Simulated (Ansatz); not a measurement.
Species: C₄H₃O, charge 0, multiplicity 2. It need not be the lowest isomer of its formula. SMILES: c1[c]coc1
Structure (B3LYP-D3(BJ)/def2-TZVP (Ansatz, a program for electronic structure) minimum search):
```
C
C 1 1.3597
O 1 1.3623 2 111.31
C 3 1.3750 1 107.24 2 0.00
C 4 1.3449 3 107.67 1 0.00
H 4 1.0735 5 135.60 2 -180.00
H 2 1.0757 1 127.24 3 -180.00
H 1 1.0759 2 132.88 7 0.00
```
Charge 0, spin multiplicity 2.

Parts of the frozen-core correlation energy in cc-pVDZ (Ansatz, hartree). Frozen orbitals: 5; correlated occupied orbitals by spin: 13 and 12; virtual: 67 and 68. UHF or UKS for open shells. Spin-orbit coupling is left out. Non-relativistic.

```
term                            value
-------------------------  ----------
reference (HF)             -227.98856
MP2 opposite-spin          (withheld)
MP2 same-spin                -0.17688
CCSD correlation           (withheld)
(T)                        (withheld)
T1 diagnostic                   0.040
largest doubles amplitude       0.089
<S^2> of the reference          1.063
```

Fill in the missing entries.


- MP2 opposite-spin, value: -0.47405
- CCSD correlation, value: -0.69648
- (T), value: -0.02857
